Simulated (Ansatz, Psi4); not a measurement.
Heat of formation of S2O (Disulfur monoxide) from total energies

S2O: 3 atoms, total charge 0, spin state singlet. As SMILES, `O=S=S`. The shape is that of a PBE0-D4/def2-TZVP optimisation.

```xyz
3

O     0.4516    1.2040    0.4932
S     0.5291   -0.2055    0.1489
S    -0.9807   -0.9985   -0.6421
```

Total energies at PBE0/def2-TZVP (Psi4 1.11); the atoms run unrestricted:

```
species    state  energy (Eh)
    S2O  singlet  -871.289528
      O  triplet   -75.018601
      S  triplet  -397.973710
```

Harmonic wavenumbers at PBE0-D4/def2-TZVP, in cm⁻¹: 394, 723, 1241.

Measured heats of formation of the gaseous atoms at 298.15 K, in kJ/mol: O 249.2, S 277.0. Spin-orbit lowering of the atoms at 298 K (mean of the ground term's levels less their thermal mean, from spectra), in kJ/mol: O 0.40, S 1.88. Take 1 Eh = 2625.50 kJ/mol, 1 cm⁻¹ = 0.0119627 kJ/mol, RT = 2.479 kJ/mol.

Problem. Work out the heat of formation of the gas at 298 K.

Solution. 
1. Electronic atomisation energy: (-75.018601) + 2 × (-397.973710) − (-871.289528) = 0.323507 Eh = 849.4 kJ/mol.
2. Zero-point energy: half the sum of the wavenumbers, 1179 cm⁻¹ = 14.1 kJ/mol.
3. Thermal vibrational enthalpy, Σ hcν̃/(exp(hcν̃/kT) − 1): 1.1 kJ/mol. Translation, rotation and pV of a non-linear molecule: 4 RT = 9.9 kJ/mol.
4. The 3 free atoms carry 5/2 RT each: 18.6 kJ/mol.
5. Spin-orbit coupling lowers the free atoms by 0.40 + 2 × 1.88 = 4.2 kJ/mol.
6. Atomisation enthalpy at 298 K: 849.4 − 4.2 − 14.1 − 1.1 − 9.9 + 18.6 = 838.7 kJ/mol.
7. Sum of the atoms' heats of formation: 803.2 kJ/mol. Heat of formation: 803.2 − 838.7 = -35.5 kJ/mol.

The tabulated value is -56.5 kJ/mol (NIST-JANAF tables), so this level is off by +21.0 kJ/mol, or 2.4 % of the atomisation enthalpy that the table implies (859.7 kJ/mol). Anharmonicity and any spin-orbit splitting of the molecule are left out.
